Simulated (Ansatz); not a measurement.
**ClH3MgSi (SMILES [SiH3][Mg][Cl]): single points off equilibrium**

The atoms stand at a frame of a short trajectory. How far do the functionals agree with one another there?

Computed with Ansatz 0.2.0, Gaussian basis. Level: single points in def2-TZVPP.

The outer core shell of Li, Na, Mg and K is correlated.

2 further runs of the same task are left out: 2 that didn't finish.

## (1) Starting geometry

SMILES `[SiH3][Mg][Cl]`, 6 atoms, charge 0, spin multiplicity 1.

Atoms are counted from 1 here; the program's logs count them from 0.

Bond lengths: Si1–Mg2 2.478 Å, Si1–H4 1.556 Å, Si1–H5 1.590 Å, Si1–H6 1.588 Å, Mg2–Cl3 2.160 Å. Angles: Mg2–Si1–H4 116.0°, Mg2–Si1–H5 105.0°, Mg2–Si1–H6 109.3°, H4–Si1–H5 106.0°, H4–Si1–H6 107.5°, H5–Si1–H6 113.3°, Si1–Mg2–Cl3 173.9°.

Coordinates:

| atom | x (Å) | y (Å) | z (Å) |
| --- | --- | --- | --- |
| Si1 | -0.6935 | 0.4356 | -0.3666 |
| Mg2 | 1.2114 | -0.8093 | 0.6131 |
| Cl3 | 2.9560 | -1.6897 | 1.5325 |
| H4 | -0.7383 | 0.4992 | -1.9205 |
| H5 | -1.9866 | -0.3779 | 0.0751 |
| H6 | -0.6764 | 1.9295 | 0.1713 |

## (2) PBE-D4/def2-TZVPP

run/in.yaml reads:

```yaml
crystal:
  periodic: [false, false, false]
  atoms:
    - {symbol: Si, position_ang: [-0.693515, 0.435565, -0.366619]}
    - {symbol: Mg, position_ang: [1.211364, -0.809328, 0.613109]}
    - {symbol: Cl, position_ang: [2.955952, -1.689726, 1.532496]}
    - {symbol: H, position_ang: [-0.738295, 0.499184, -1.920519]}
    - {symbol: H, position_ang: [-1.986633, -0.377944, 0.075063]}
    - {symbol: H, position_ang: [-0.676357, 1.929472, 0.171326]}
basis:
  gaussian: {orbitals: def2-TZVPP}
hamiltonian: {xc: pbe, dispersion: d4}
output: {forces: true}
```

The run is started by

```bash
$ ansatz run in.yaml --threads 2 --pin off --events-out ev --progress --plain --max-ram 3481MiB
```

## (3) r2SCAN-D4/def2-TZVPP

run/in.yaml: that of step 2 with these lines changed.

```diff
@@ -11,3 +11,3 @@
   gaussian: {orbitals: def2-TZVPP}
-hamiltonian: {xc: pbe, dispersion: d4}
+hamiltonian: {xc: r2scan, dispersion: d4}
 output: {forces: true}
```

## (4) PBE0-D4/def2-TZVPP

run/in.yaml: that of step 3 with these lines changed.

```diff
@@ -11,3 +11,3 @@
   gaussian: {orbitals: def2-TZVPP}
-hamiltonian: {xc: r2scan, dispersion: d4}
-output: {forces: true}
+hamiltonian: {xc: pbe0, dispersion: d4}
+output: {forces: true, orbitals: {seedname: orbitals}}
```

## (5) wB97M-V/def2-TZVPP

run/in.yaml: that of step 4 with these lines changed.

```diff
@@ -11,3 +11,3 @@
   gaussian: {orbitals: def2-TZVPP}
-hamiltonian: {xc: pbe0, dispersion: d4}
-output: {forces: true, orbitals: {seedname: orbitals}}
+hamiltonian: {xc: {name: wB97M-V}}
+output: {forces: true}
```

(Steps that only read results are left out.)

What does the calculation give? Wanted: RMS force component; HOMO and LUMO, PBE0-D4.

As calculated:

| quantity | value |
| --- | --- |
| RMS force component | 0.548 to 0.677 eV/Å over the methods |
| HOMO and LUMO, PBE0-D4 | -7.47 and -1.26 eV |

In words: No sound CCSD(T) forces are at hand. Among the functionals the RMS force differs by up to 24 %.
